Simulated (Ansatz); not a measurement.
## fcc Ir

Method: r²SCAN-D4 in Ansatz (plane waves, PAW).

Settings: plane-wave cutoff 500 eV, 32×32×32 k mesh, Fermi–Dirac smearing 0.1 eV, no spin polarisation, scalar-relativistic PAW data made under PBE.

Cell (relaxed at this level):

```cif
data_Ir4
_chemical_formula_sum 'Ir4'
_space_group_name_H-M_alt 'Fm-3m'
_space_group_IT_number 225
_space_group_name_Hall '-F 4 2 3'
_cell_length_a 3.83608
_cell_length_b 3.83608
_cell_length_c 3.83608
_cell_angle_alpha 90.000
_cell_angle_beta 90.000
_cell_angle_gamma 90.000
loop_
_atom_site_label
_atom_site_type_symbol
_atom_site_symmetry_multiplicity
_atom_site_Wyckoff_symbol
_atom_site_fract_x
_atom_site_fract_y
_atom_site_fract_z
_atom_site_occupancy
Ir1 Ir 4 a 0.00000 0.00000 0.00000 1
```
(The calculation used a cell of 1 atom; values per cell refer to that cell.)

```
Quantity                            Result
---------------------------  -------------
equilibrium volume per atom  14.11 Å³/atom
lattice constant a                 3.836 Å
```

Measured, for comparison: equilibrium volume per atom 14.06 Å³/atom, lattice constant a 3.831 Å (static lattice: zero-point anharmonic expansion removed; as tabulated in Mejia-Rodriguez and Trickey (2018), arXiv:1807.09216). Computed (rounded) less measured: equilibrium volume per atom +0.4 %, lattice constant a +0.1 %.

Spin–orbit coupling is not included.

Computing time: roughly 2.1 core-minutes.

Ansatz is a first-principles code.
